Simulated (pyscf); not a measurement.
Four-centre exchange: HO–Cd–OH + hydrogen (H₂) → HO–CdH + water (H₂O)

Gas phase, singlet surface, charge 0. Bonds broken: Cd1–O2, H6–H7. Bonds formed: Cd1–H6, O2–H7. Optimised with ωB97X-D3(BJ)/def2-SVP in PySCF.

Transition state (Å):

```xyz
7

Cd    -0.4381     0.0782     0.4291
O     -2.0832    -1.0717    -0.2791
O      1.1376     1.2569     0.2396
H     -1.9985    -1.8370    -0.8643
H      1.5584     1.4375     1.0882
H     -1.5593    -0.9544     1.8755
H     -1.9608    -1.2165     1.0099
```

One imaginary mode, 1278i cm⁻¹; descent along it reached the two sides named, in the forms told below.

```csv
bond,change,reactant side (Å),saddle,product side
Cd1–O2,breaks,1.963,2.128,2.409
H6–H7,breaks,0.763,0.989,4.4
Cd1–H6,forms,3.1,2.101,1.660
O2–H7,forms,2.352,1.303,0.971
```

Electronic energies relative to the separated reactants (kcal/mol):

| level | barrier | reaction energy | reverse barrier |
|---|---|---|---|
| ωB97X-D3(BJ)/def2-TZVP | 20.8 | -7.1 | 27.9 |
| PBE/def2-TZVP | 18.8 | -7.2 | 25.9 |
| r²SCAN/def2-TZVP | 19.5 | -6.7 | 26.2 |
| B3LYP-D3(BJ)/def2-TZVP | 21.2 | -7.4 | 28.6 |
| PBE0-D3(BJ)/def2-TZVP | 18.7 | -9.3 | 28.0 |
| M06-2X/def2-TZVP | 20.0 | -5.6 | 25.7 |
| ωB97M-D3(BJ)/def2-TZVP | 20.3 | -9.2 | 29.4 |
| HF/def2-TZVP | 27.6 | -11.5 | 39.0 |

With ωB97M-D3(BJ)/def2-TZVP energies and thermal terms (ideal gas, 1 atm, RRHO with modes under 100 cm⁻¹ raised to 100, one conformer, R ln 2 for chiral ones without a mode under 150 cm⁻¹), in kcal/mol:

```tsv
T (K)	ΔH‡	ΔG‡	ΔH	ΔG
298	20.3	27.8	-6.9	-8.6
600	19.5	35.8	-8.0	-9.9
900	19.4	44.0	-8.9	-10.7
1200	19.6	52.2	-9.5	-11.2
```

On the product side the descent ends in an adduct with a Cd–O contact (not fully relaxed), 12.6 kcal/mol under the separated species and 40.4 kcal/mol under the saddle at ωB97X-D3(BJ)/def2-TZVP. What is counted as broken (Cd–O) persists as a longer contact in the product adduct; parting that adduct is a step of its own. At the saddle there is also a short Cd–H contact that neither side keeps. One saddle was located; it need not be the lowest between these sides. Elements past Kr carry the def2 core potentials, without spin-orbit coupling.
